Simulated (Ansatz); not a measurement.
# Worked example: HAlB⁺, triplet against HAlB, doublet

Geometry (PBE0/def2-TZVP stationary point of a doublet), kept for both states (HAlB, doublet: A''; HAlB⁺, triplet: A'):

```
atom   x (Å)    y (Å)    z (Å)
   B  0.0000  -0.1388   1.5159
  Al  0.0000   0.0968  -0.5473
   H  0.0000  -1.1027  -1.6081
```

Basis 6-31G; Ansatz 0.2.0. Correlated methods freeze the noble-gas cores. Prefix R: restricted or restricted open-shell reference; prefix U: unrestricted.

Full CI is exact within this basis and frozen core; it isn't the basis-set limit. The frozen core follows each run's orbitals, which can shift R against U totals by a few meV.

Unrestricted rows (U, and Kohn–Sham where it breaks symmetry) aren't spin-pure: their determinants' ⟨S²⟩ exceeds S(S+1) by up to 0.91, so they mix in states of higher spin.

```csv
level,"E(HAlB, doublet) (hartree)","E(HAlB⁺, triplet) (hartree)"
UHF,-266.981946,-266.718332
UMP2,-267.028783,-266.763362
UCCSD(T),-267.061513,-266.791051
PBE,-267.465384,-267.173961
r2SCAN,-267.601761,-267.310936
full CI,-267.065132,-266.792087
```

Task: Give the vertical gap, HAlB⁺ triplet less HAlB doublet, at each level in eV (1 hartree = 27.2114 eV), and each error against full CI.

Result: full CI: (-266.792087 − (-267.065132)) × 27.2114 = 7.430 eV (the reference)
r2SCAN: (-267.310936 − (-267.601761)) × 27.2114 = 7.914 eV, error 0.484 eV
PBE: (-267.173961 − (-267.465384)) × 27.2114 = 7.930 eV, error 0.500 eV
UCCSD(T): (-266.791051 − (-267.061513)) × 27.2114 = 7.360 eV, error -0.070 eV
UMP2: (-266.763362 − (-267.028783)) × 27.2114 = 7.222 eV, error -0.208 eV
UHF: (-266.718332 − (-266.981946)) × 27.2114 = 7.173 eV, error -0.257 eV

Total energies of functionals can't be set beside those of wave-function methods, since they hold the core's correlation and their own absolute errors; only the differences compare.

The set has no polarisation functions, so the order and spacing of states can differ from the basis-set limit.

In so small a basis the reference is far from its limit while semilocal and hybrid functionals are nearer theirs, so the functionals' errors here hold much of the reference's basis and frozen-core error, which can add to them or hide them.

Each level lands on the state that its own search finds. T1 diagnostics of restricted CCSD: 0.098 and 0.037.
